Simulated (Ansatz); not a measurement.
A made-up structure of CH5AlN (charge -1), singlet:

C1  (-0.624, 1.125, -0.254)
N2  (-0.562, -0.225, 0.145)
Al3  (0.648, -1.416, 0.338)
H4  (-1.282, 1.284, -1.136)
H5  (0.781, -1.205, 1.837)
H6  (-1.060, 1.786, 0.528)
H7  (2.261, -1.256, 0.068)
H8  (0.277, -2.912, 0.840)
(Å)

It is relaxed with PBE-D4/def2-SVPD and then PBE0-D4/def2-TZVPD (Ansatz 0.2.0). Atoms count as bonded within 1.22 times the sum of their covalent radii (H–H: 0.88 Å). The end point is not checked to be a true minimum.

**Question.** Does its bonding change? (Judge from chemistry; the calculation decides.)

**Answer.** By the calculation: No: no bond forms or breaks.

Where it ends: The first stage lowers the energy by 3.46 eV in 14 steps. It ends as CH₅AlN ([CH2][N][AlH3]), total charge -1:
```json
{"atom": "C1", "x (Å)": "-0.8219", "y (Å)": "0.8394", "z (Å)": "-0.2340"}
{"atom": "N2", "x (Å)": "-0.2618", "y (Å)": "-0.2186", "z (Å)": "-0.5925"}
{"atom": "Al3", "x (Å)": "0.7309", "y (Å)": "-1.3186", "z (Å)": "0.5935"}
{"atom": "H4", "x (Å)": "-1.4003", "y (Å)": "1.4728", "z (Å)": "-0.9421"}
{"atom": "H5", "x (Å)": "0.6984", "y (Å)": "-0.6254", "z (Å)": "2.0911"}
{"atom": "H6", "x (Å)": "-0.7991", "y (Å)": "1.2443", "z (Å)": "0.8032"}
{"atom": "H7", "x (Å)": "2.2651", "y (Å)": "-1.4149", "z (Å)": "0.0284"}
{"atom": "H8", "x (Å)": "0.0268", "y (Å)": "-2.7970", "z (Å)": "0.6195"}
```

Labels in which every atom is bracketed show which atoms are joined, not bond orders.

For scale, one of the runs: PBE0-D4/def2-TZVPD relaxation, 162 basis functions, launched by `ansatz run in.yaml --threads 2 --pin off --events-out ev --progress --plain --max-ram 4352MiB`. Hardware: 2 CPU threads of an Arm Neoverse V1, shared host. Wall time about 26 s.
